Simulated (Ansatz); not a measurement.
Debugging a ranking of conformers of C₃H₆N₂O, SMILES CN(C=N)C=O (Ansatz 0.2.0 through its Python package).

Script `conformers_c3h6n2o.py`:
```python
"""Conformer energies of C3H6N2O."""

import ansatz as az
from rdkit import Chem
from rdkit.Chem import AllChem


def main() -> None:
    rd = Chem.AddHs(Chem.MolFromSmiles("CN(C=N)C=O"))
    ids = list(AllChem.EmbedMultipleConfs(rd, numConfs=20, randomSeed=822, pruneRmsThresh=0.4))
    field = [energy for _, energy in AllChem.MMFFOptimizeMoleculeConfs(rd)]
    distinct = {round(e, 2): i for i, e in zip(ids, field)}
    chosen = sorted(distinct.items())[:3]
    found = []
    for force_field, index in chosen:
        geometry = az.Crystal.molecule()
        for atom, xyz in zip(rd.GetAtoms(), rd.GetConformer(index).GetPositions()):
            geometry = geometry.atom(atom.GetSymbol(), xyz.round(5).tolist())
        base = geometry.calculation()
        base = base.basis(gaussian="def2-SVP")
        base = base.functional("HF")
        found.append(base.run().report()["free_energy_ev"])
    print("conformer   MMFF (kcal/mol)   this level (kJ/mol)")
    for (force_field, index), e in zip(chosen, found):
        print(f"{index:9d} {force_field - chosen[0][0]:17.2f} {96.485332 * (e - min(found)):17.3f}")


if __name__ == "__main__":
    main()
```

```console
$ python conformers_c3h6n2o.py
Traceback (most recent call last):
  File "conformers_c3h6n2o.py", line 29, in <module>
    main()
    ~~~~^^
  File "conformers_c3h6n2o.py", line 22, in main
    found.append(base.run().report()["free_energy_ev"])
                 ~~~~~~~~~~~~~~~~~^^
TypeError: 'dict' object is not callable
$ echo $?
1
```

Find the fault and give the corrected script.

The fault: report is a dict, not a method. Mended:

```diff
--- before
+++ after
@@ -21,3 +21,3 @@
         base = base.functional("HF")
-        found.append(base.run().report()["free_energy_ev"])
+        found.append(base.run().report["free_energy_ev"])
     print("conformer   MMFF (kcal/mol)   this level (kJ/mol)")
```

After the fix:

Running `python conformers_c3h6n2o.py` prints:
```text
conformer   MMFF (kcal/mol)   this level (kJ/mol)
        4              0.00             0.000
        0              1.20             8.791
        2              7.13            31.357
```

The conformers keep their force-field geometries. Finished in 4 s on 1 thread of Arm Neoverse V1, with other jobs on the host, peak memory 0.3 GiB.
